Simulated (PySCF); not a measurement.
Gas-phase reaction: 2 AlHCl2 + 2 AlF2 + 3 F2 ⇌ 2 HF + 4 AlClF2, at 1600 K and a standard pressure of 1 bar. Level: PBE/def2-SVP.

Energies from PySCF, thermal terms from the rigid-rotor harmonic-oscillator model, ideal gas at 1 bar. Open shells (unrestricted): AlF2 (multiplicity 2); the rest are closed-shell singlets. AlHCl2: computed as isolated molecules; such fragments, hydroxides, amides, oligomers or adducts are transient or little studied in the gas. The harmonic model lacks anharmonicity and excited electronic states, which grow with temperature; levels with a mode under 35 cm⁻¹ are left out.

```tsv
species	E (Ha)	H(1600 K) − E (kJ/mol)	S°(1600 K) (J/mol/K)
AlHCl2	-1162.67507	137.4	411.8
AlF2	-441.65156	94.4	356.3
F2	-199.16845	60.7	260.5
HF	-100.25417	71.7	223.9
AlClF2	-901.63270	134.8	428.5
```
E: electronic energy; H − E holds the zero-point and thermal terms. 1 Ha = 2625.5 kJ/mol.

### Question
Work out ΔH°, ΔS°, ΔG° and log10 K from these numbers.

### Answer
1. ΔE = 2×(-100.25417) + 4×(-901.63270) − 2×(-1162.67507) − 2×(-441.65156) − 3×(-199.16845) = -0.88053 Ha = -2311.8 kJ.
2. Δ(H − E) = 2×(71.7) + 4×(134.8) − 2×(137.4) − 2×(94.4) − 3×(60.7) = 36.9 kJ, so ΔH° = -2274.9 kJ.
3. ΔS° = 2×(223.9) + 4×(428.5) − 2×(411.8) − 2×(356.3) − 3×(260.5) = -155.9 J/K; the number of gas molecules changes by -1.
4. ΔG° = ΔH° − TΔS° = -2274.9 − 1600×(-155.9)/1000 = -2025.5 kJ.
5. log10 K = −ΔG°/(RT ln 10) = 66.13, with RT ln 10 = 30.63 kJ/mol; at standard pressures the products are favoured.
6. A shift of 10 kJ in ΔE would move log10 K by 0.33 here.
For scale, ΔH°(298 K) is -2285 kJ at this level, -2517 kJ at ωB97M-V/def2-TZVP†, and runs from -2644 to -2047 kJ over the 20 levels computed († marks an energy on the PBE0/def2-TZVP geometry).
